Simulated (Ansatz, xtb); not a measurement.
**Loss of C2H6: C3H9N → CH3N + C2H6**

Species: C3H9N (ethylmethylamine) `CCNC`, singlet; CH3N (methanimine) `C=N`, singlet; C2H6 (ethane) `CC`, singlet. 

Shapes, held fixed at every level: PBE0-D4/def2-TZVP. Flexible molecules stand in one conformer, not always the lowest. Programs: Ansatz 0.2.0, xtb 6.7.1. The zero-point and thermal change to 298 K, harmonic and unscaled (PBE0-D4/def2-TZVP), is -12.0 kJ/mol.

| level | kind | ΔH(298 K) (kJ/mol) | less CCSD(T)/CBS estimate |
| --- | --- | --- | --- |
| GFN2-xTB | semi-empirical | +116.2 | +65.3 |
| HF/def2-TZVPP | Hartree–Fock | +28.1 | -22.8 |
| PBE-D4/def2-TZVPP | GGA | +56.9 | +6.0 |
| B2PLYP/def2-TZVPP | double hybrid | +40.7 | -10.2 |
| MP2/def2-SVP | perturbation theory | +58.1 | +7.2 |
| CCSD(T)/def2-SVP | coupled cluster or CI | +48.5 | -2.4 |
| CCSD/def2-SVP | coupled cluster or CI | +50.0 | -0.9 |
| CCSD(T)/def2-TZVPP | coupled cluster or CI | +46.6 | -4.3 |
| CCSD(T)/CBS estimate | coupled cluster or CI | +50.9 | 0.0 |

The highest level, CCSD(T)/CBS estimate, gives ΔH(298 K) = +50.9 kJ/mol; the levels span +28.1 to +116.2. GFN2-xTB strays far from the other rows. The column of differences is taken from that level and isn't an error. No measured value is set beside it here. The CBS estimate extrapolates MP2 from def2-TZVPP and def2-QZVPP and adds CCSD(T) − MP2 in the triple-zeta set, cores frozen.
